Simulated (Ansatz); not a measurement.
Relaxing a trial structure of FPSi

The starting geometry of this gas-phase singlet was optimised with GFN2-xTB.

```yaml
atoms:
  - { symbol: F, position_ang: [0.6763, 0.9297, -0.0021] }
  - { symbol: P, position_ang: [-0.5811, 0.2474, -0.9114] }
  - { symbol: Si, position_ang: [-1.1160, -0.9392, 0.7897] }
```

Problem. Predict what it relaxes into with PBE0-D3(BJ)/def2-SVP.

Solution. A new bond forms, giving a structure with F1 bridging P2 and Si3, given below by its coordinates. Distances that change by over a tenth: F1–P2 (1.70 → 1.89 Å). Contacts that close: F1–Si3 (2.71 → 1.90 Å).

The energy falls by 0.26 eV over 8 steps:

| step | E − E(last) (eV) |
| --- | --- |
| 1 | 0.260 |
| 2 | 0.242 |
| 3 | 0.157 |
| 4 | 0.091 |
| 5 | 0.021 |
| 6 | 0.002 |
| 7 | 0.000 |
| 8 | 0.000 |

Final geometry (Å):

```xyz
3

F     0.4843    0.6432    0.2837
P    -0.6915    0.2559   -1.1505
Si   -0.8135   -0.6612    0.7431
```

Frequencies at the end are all real (lowest 238 cm⁻¹). Run with Ansatz 0.2.0, 7.2 s on 1 thread of Arm Neoverse V2 (shared host).
